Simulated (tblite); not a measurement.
Species: C3H3F2S (doublet state).
Numbering: `[CH3:1][C:2](=[S:3])[C:4]([F:5])[F:6]` (hydrogens: H7, H8, H9 on C1)

Structure used (GFN2-xTB), in Å, numbered top down from 1:
```xyz
9
C3H3F2S angstrom
C     -1.0505    0.5154   -0.2106
C      0.0397   -0.5084   -0.2566
S     -0.3515   -2.1241   -0.6824
C      1.3138   -0.1850    0.0280
F      2.3439   -1.0115    0.0180
F      1.7169    1.0348    0.3683
H     -1.8119    0.2074    0.5040
H     -1.5244    0.5879   -1.1880
H     -0.6625    1.4896    0.0750
```

Structure optimised with GFN2-xTB, isolated species. This method treats the open shell by occupation alone, without spin polarisation.

Take the most abundant isotopes and a rigid rotor. The values belong to one conformer with, in the numbering `[CH3:1][C:2](=[S:3])[C:4]([F:5])[F:6]`, C1–C2–C4–F5 180°.

Q: What are A, B and C (MHz)?

A: Ia = 118.69, Ib = 216.36, Ic = 331.94 u·Å²; 505379 MHz·u·Å²/I gives A = 4258, B = 2336, C = 1522 MHz.

Q: Classify the top.

A: An asymmetric top; Ray's κ = -0.405.

Q: What does the inertial defect say?

A: Not planar: Δ = Ic − Ia − Ib = -3.11 u·Å². For a rigid frame Δ = −2 Σ m c², so Σ m c² = 1.56 u·Å² lies off the ab plane, practically all of it from hydrogen. The atom farthest from that plane is 0.88 Å away.

Q: Give the other two planar moments, Paa and Pbb, and the rms extents of the mass along the axes.

A: Paa = Σ m a² = (Ib + Ic − Ia)/2 = 214.81 and Pbb = Σ m b² = (Ia + Ic − Ib)/2 = 117.14 u·Å². With the mass M = 108.99 u, the rms extents √(P/M) along a, b and c are 1.40, 1.04, 0.12 Å.

Q: List the rotational levels J(Ka,Kc) to J = 3 (cm⁻¹).

A: Above 0(0,0):
J = 1: 1(0,1) 0.1287, 1(1,1) 0.1928, 1(1,0) 0.2199
J = 2: 2(0,2) 0.3791, 2(1,2) 0.4231, 2(1,1) 0.5045, 2(2,1) 0.6968, 2(2,0) 0.7038
J = 3: 3(0,3) 0.7400, 3(1,3) 0.7646, 3(1,2) 0.9262, 3(2,2) 1.0829, 3(2,1) 1.1151, 3(3,1) 1.4752, 3(3,0) 1.4764
Those of J = 1 are B + C, A + C and A + B.

For this open shell read J as N, the rotation without spin; fine and hyperfine splittings come on top. Its GFN2-xTB frequencies are all real (lowest 78 cm⁻¹). Constants of a rigid frame at the computed geometry: no zero-point averaging, no centrifugal distortion.
